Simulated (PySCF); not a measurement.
A species of formula C4H7FO has this rotational fingerprint, computed with CAM-B3LYP/def2-SVPD in PySCF (dipole) on a GFN2-xTB geometry, gas phase:

- Rotational constants: A = 9029, B = 2089, C = 1734 MHz
- Dipole components: |μa| = 2.22 D, |μb| = 0.24 D, |μc| = 0.00 D
- Inertial defect: -6.43 u·Å²
- κ: -0.90

Question: Which candidate fits, each taken in the one conformer that was computed?
A. `[CH2:1]=[C:2]([CH2:3][F:4])[O:5][CH3:6]` with C1–C2–C3–F4 0°, C1–C2–O5–C6 0°
B. `[CH3:1][CH:2]([CH3:3])[C:4](=[O:5])[F:6]` with C1–C2–C4–O5 12°

Answer: A. It is C=C(CF)OC, a near-prolate asymmetric top, point group Cs. The candidates at the same level (rigid rotor, commonest isotopes):

| SMILES | A (MHz) | B (MHz) | C (MHz) | μa (D) | μb (D) | μc (D) | Δ (u·Å²) | point group | rotor |
| --- | --- | --- | --- | --- | --- | --- | --- | --- | --- |
| CC(C)C(=O)F | 4937 | 3096 | 2222 | 2.89 | 1.23 | 0.79 | -38.15 | C1 | asymmetric top |
| C=C(CF)OC | 9029 | 2089 | 1734 | 2.22 | 0.24 | 0.00 | -6.43 | Cs | near-prolate asymmetric top |

`CC(C)C(=O)F` has B 48 % too high. In the right answer the mirror of this Cs structure is the ab plane, so μc vanishes by symmetry. No structure here is proved a minimum.
